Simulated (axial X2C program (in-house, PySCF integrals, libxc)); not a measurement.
**Nuclear properties of NSiN**

Computed with an in-house all-electron X2C program for linear molecules (integrals from PySCF): two-component X2C with atomic mean-field Coulomb and Gaunt terms, Gaussian nuclei, basis N dyall-av3z, Si dyall-v3z with contracted cores.

N–Si–N held linear, with bonds 1.645 and 1.645 Å (near the PBE0 minimum at charge 0 of the determinant lowest at the starting distance; the state shown can have its own minimum elsewhere, held linear; other orders of the atoms were not compared).

Determinant lowest in the PBE0 search, Ω = 1 (⟨Sz⟩ = 1.00, ⟨Lz⟩ = 0.00 at PBE0), spin on the atoms N 0.66, Si -0.32, N 0.66:

```csv
level,A∥/gI N (MHz),qzz N (a.u.),A∥/gI Si (MHz),qzz Si (a.u.)
PBE0,-66.1,-0.48,-134,-1.42
HF,-20.3,-0.60,-456,-1.32
r2SCAN,-43.8,-0.45,-173,-1.41
```

Determinant 1.10 eV from it at PBE0 and this distance, Ω = 3 (⟨Sz⟩ = 1.00, ⟨Lz⟩ = 2.00 at PBE0), spin on the atoms N 0.43, Si 0.13, N 0.43:

```tsv
level	A∥/gI N (MHz)	qzz N (a.u.)	A∥/gI Si (MHz)	qzz Si (a.u.)
PBE0	50	-0.20	27.9	-2.06
HF	49.8	-0.19	9.94	-2.58
r2SCAN	53.7	-0.23	28.8	-1.93
```

A∥ (defined per Ω) follows by multiplying with gI = μI/(I μN); qzz is the electric field gradient, eQq0 = 234.96 MHz × Q/barn × qzz. The operators were transformed with the bare-nucleus X2C matrices; with these basis sets, hyperfine constants and field gradients can be off by tens of per cent, and where levels differ in sign neither size nor sign is settled.

Problem. With Q(14N) = 0.02044 barn (Q from Pyykkö, Mol. Phys. 2018), turn the PBE0 values of the first state into constants in MHz.

Solution. eQq0(14N) = 234.96 × (0.02044) × (-0.48) = -2.31 MHz.

The molecule was held linear; bending was not examined, so a bent shape may lie lower.

Each state is one determinant with collinear spin, which with several unpaired electrons need not be a pure state. Unrestricted Hartree–Fock can overshoot spin polarisation at the nuclei. With several open shells hyperfine constants can be off by a factor of several. In the state Ω = 1 the atomic spins oppose each other (0.66, -0.32, 0.66): a broken-symmetry determinant whose values are not spin-projected. Open-shell Ω = 0 determinants with evenly filled partner blocks cannot be reached by this program, so the Ω shown need not be the lowest component. The search compared states at one distance, so a state with another bond length can lie lower. Where a field gradient or hyperfine factor spreads by more than a factor of two over the levels, a constant derived from it is not to be relied on. PBE0 term energies can be off by some tenths of an eV.
